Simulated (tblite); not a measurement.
C5H11S (doublet state).
Structure used (GFN2-xTB), in Å, numbered top down from 1:
```xyz
17
C5H11S angstrom
C      2.9040    0.4534    0.0267
C      1.4978    0.8846   -0.0316
C      0.5281   -0.2909   -0.1982
C     -0.9259    0.1742   -0.2190
C     -1.8792   -0.9971   -0.3881
S     -3.6247   -0.4616   -0.4608
H      3.6910    1.0907   -0.3239
H      3.1639   -0.4809    0.4845
H      1.3566    1.6016   -0.8458
H      1.2246    1.4172    0.8956
H      0.6743   -0.9961    0.6228
H      0.7574   -0.8130   -1.1293
H     -1.1542    0.6972    0.7140
H     -1.0762    0.8790   -1.0397
H     -1.7826   -1.7148    0.4270
H     -1.7065   -1.5101   -1.3339
H     -3.6553    0.0787    0.7561
```

Computed values, GFN2-xTB/tblite, gas phase, harmonic and unscaled. Against measured fundamentals such values can be off by several per cent, at times by over 20. Modes of hydrogen on sulfur can be 10 to 20 % off. One conformer, not necessarily the lowest. Open shells enter through the occupations alone, without spin polarisation, and single modes of such species can be off by tens of per cent.

Harmonic wavenumbers (cm⁻¹): 28.8, 61.5, 100.6, 118.2, 130.9, 216.1, 258.6, 345.9, 425.2, 462.5, 724.6, 753.7, 768.2, 814.5, 884.8, 933.8, 1035.9, 1063.6, 1078.4, 1090.8, 1125.4, 1149.1, 1210.8, 1223.1, 1259.2, 1274.3, 1275.4, 1330.5, 1360.5, 1402.4, 1451.9, 1455.2, 1492.8, 1494.0, 2431.6, 2800.4, 2949.2, 2956.7, 2974.8, 2975.9, 2985.8, 2991.0, 3005.3, 3137.3, 3179.8.

A = 14839, B = 831.3, C = 807.5 MHz; mass 103.058 u (most abundant isotopes); point group C1, symmetry number 1; spin multiplicity 2.

**Question.** What is the zero-point energy?

**Answer.** Half the sum of the wavenumbers: 31095 cm⁻¹ = 88.90 kcal/mol.

**Question.** Entropy at 350 K, 1 bar (ideal gas, RRHO, classical rotation)?

**Answer.** Translation 40.63, rotation 28.35, vibration 32.52, spin (R ln 2) 1.38: S = 102.9 cal/(mol K).

**Question.** And Cp and H(350 K) − H(0)?

**Answer.** Cp = 36.98 cal/(mol K), of which vibrations give 29.03 (their classical limit is 45 R = 89.4); H(350 K) − H(0) = 8.23 kcal/mol without the zero-point energy, 5.45 from vibrations.

**Question.** Blend soft modes into free rotors: weight 1/[1 + (100 cm⁻¹/ν̃)⁴] for the oscillator and the rest for a rotor with moment μB/(μ + B), μ = h/(8π²ν), B = 10⁻⁴⁴ kg m². What vibrational entropy results?

**Answer.** 28.79 cal/(mol K) in place of 32.52, which changes −T·S at 350 K by +1.31 kcal/mol.

**Question.** Which modes carry the vibrational entropy at 350 K?

**Answer.** 28.8 cm⁻¹: 6.23; 61.5 cm⁻¹: 4.73; 100.6 cm⁻¹: 3.76; 118.2 cm⁻¹: 3.44; 130.9 cm⁻¹: 3.24; 216.1 cm⁻¹: 2.29 cal/(mol K); the other 39 give 8.84 together.

**Question.** What must be added to the electronic energy to get the Gibbs energy at 350 K and 1 bar?

**Answer.** ZPE + [H(350 K) − H(0)] − T·S = 88.90 + 8.23 − 36.01 = 61.12 kcal/mol.

Hindered rotation and anharmonicity are outside this model. Other conformers, if any are populated, would add a mixing term that is left out. The structure is chiral; the term R ln 2 for an equal mix with its mirror image is left out.
